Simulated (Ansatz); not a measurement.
**C2H3ClO (singlet): from Hartree-Fock to the top rungs, 6-31G**

An exercise on one series of results from a longer session: the logs are not shown, and one member is left open.

Program: Ansatz 0.2.0, Gaussian basis. Level of theory: 6-31G, core rule «outside noble gas», up to 8 orbitals frozen. These are calculated values, not measurements.

To be run: UHF; CCSD(T) on RHF; BCCD(T) on RHF; CISD; CCSDT(Q) on RHF; CASSCF and MRCISD+Q, 8 electrons in 8 orbitals; CASSCF and NEVPT4(SD), 8 electrons in 8 orbitals; CASSCF and NEVPT2, 8 electrons in 8 orbitals.

15 further runs of the same task are left out: 1 that didn't finish, 14 set aside as unsound or not needed.

## What is computed

The geometry is an MP2(full)/6-31G* stationary point (not a proven minimum).

7 atoms, charge 0, spin multiplicity 1.

Atoms are counted from 1 here; the program's logs count them from 0.

Bond lengths: C1–C2 1.498 Å, C1–Cl3 1.800 Å, C1–O4 1.200 Å, C2–H5 1.090 Å, C2–H6 1.092 Å, C2–H7 1.092 Å. Angles: C2–C1–Cl3 111.9°, C2–C1–O4 127.4°, Cl3–C1–O4 120.6°, C1–C2–H5 108.8°, C1–C2–H6 109.6°, C1–C2–H7 109.6°, H5–C2–H6 110.5°, H5–C2–H7 110.5°, H6–C2–H7 107.9°.

Set-up of the first run:

Contents of in.yaml:

```yaml
crystal:
  periodic: [false, false, false]
  atoms:
    - {symbol: C, position_ang: [0.078136, 0.574889, 0.000000]}
    - {symbol: C, position_ang: [1.564211, 0.767388, 0.000000]}
    - {symbol: Cl, position_ang: [-0.374150, -1.166988, 0.000000]}
    - {symbol: O, position_ang: [-0.767403, 1.425951, 0.000000]}
    - {symbol: H, position_ang: [1.779163, 1.835804, 0.000000]}
    - {symbol: H, position_ang: [1.995983, 0.291078, 0.882679]}
    - {symbol: H, position_ang: [1.995983, 0.291078, -0.882679]}
basis:
  gaussian: {orbitals: 6-31G}
magnetization: {spin_polarized: true, initial_magnetization: 0}
hamiltonian: {xc: hf}
output: {orbitals: {seedname: orbitals}}
```

On the command line:

```sh
$ ansatz run in.yaml --threads 1 --pin off --events-out ev --progress --plain --max-ram 4096MiB --backend cpu
```

Among the steps run: UHF; CCSD(T) on RHF; BCCD(T) on RHF; CISD; CCSDT(Q) on RHF; CASSCF and MRCISD+Q, 8 electrons in 8 orbitals; CASSCF and NEVPT4(SD), 8 electrons in 8 orbitals; CASSCF and NEVPT2, 8 electrons in 8 orbitals.

One of the session's tables, all rows but one given; the rest of the session is left out.

It belongs to the step «Misses and costs». 

| method | from RCCSDT(Q) (kcal/mol) |
| --- | --- |
| RHF | +243.60 |
| RMP2 | +20.66 |
| CISD | +35.24 |
| RCCSD | +8.58 |
| RCCSD(T) | +1.19 |
| BCCD(T) | +1.08 |
| RCCSDT | +0.74 |
| RCCSDT(Q) | 0 |
| CASSCF frontier | +157.67 |
| NEVPT2 frontier | +28.63 |
| NEVPT4(SD) frontier | +5.23 |
| MRCISD frontier | ? |
| MRCISD+Q frontier | +3.00 |

Estimate the missing values for MRCISD frontier.

The run gave: from RCCSDT(Q) (kcal/mol): +16.13. In the column «from RCCSDT(Q) (kcal/mol)» it lies between RCCSD (+8.58) and RMP2 (+20.66).

With the free atoms at the same levels and basis (separate runs), the atomisation energy is 23.959 eV at RCCSDT(Q), 23.919 eV at RCCSD(T), 17.861 eV at RHF.
